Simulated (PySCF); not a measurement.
## Core-level binding energies of `NC/C=C/[S-]`

Species: C3H6NS (charge -1).
Numbering: `[NH2:1][CH2:2]/[CH:3]=[CH:4]/[S-:5]`

Computed, not measured: PySCF, delta-SCF UKS SCAN, pcX-2 on the ionised atom, pcseg-1 elsewhere, spin-free X2C. Binding energies are ΔSCF values: E(core-ionised, relaxed orbitals) − E(ground state) at a fixed geometry, referred to the vacuum level.

**Question.** Give the core binding energies atom by atom.

**Answer.** 
```csv
atom(s),environment,level,binding energy (eV),above the level's lowest (eV),count
N1,primary amine nitrogen,N 1s,400.80,0.00,1
C2,sp3 carbon bound to nitrogen,C 1s,287.14,+2.77,1
C3,carbon bonded to 2 C and H,C 1s,284.37,0.00,1
C4,alkene CH carbon,C 1s,285.47,+1.10,1
S5,sulfur bonded to C,S 1s,2469.38,0.00,1
```

The listed C 1s values span 2.77 eV, from C3 (bonded to C (double bond), C and H) to C2 (bonded to N, C and 2 H).

**Question.** Give the binding energy of C 1s of C4 in hartree and in kJ/mol.

**Answer.** 285.47 eV = 10.4908 Eh = 27544 kJ/mol.

Not every level is listed. Spin contamination (⟨S²⟩ against 0.75 for a pure doublet) is marked for C 1s of C4 (0.90), which makes this value less certain. The species carries charge -1, so core ionisation leaves a neutral species. The basis sets have no added diffuse functions. One conformer (not necessarily the lowest) at the PBE0-D3(BJ)/def2-SVP geometry, without solvent, vibrations or thermal averaging. The geometry's basis has no diffuse functions, a weakness for an anion.

Time: 45 s. Hardware: Arm Neoverse V2, one thread (shared host).

The values belong to the conformer `[NH2:1][CH2:2]/[CH:3]=[CH:4]/[S-:5]`: N1–C2–C3–C4 -106°, H–N1–C2–C3 52°, H–N1–C2–C3 -56°.
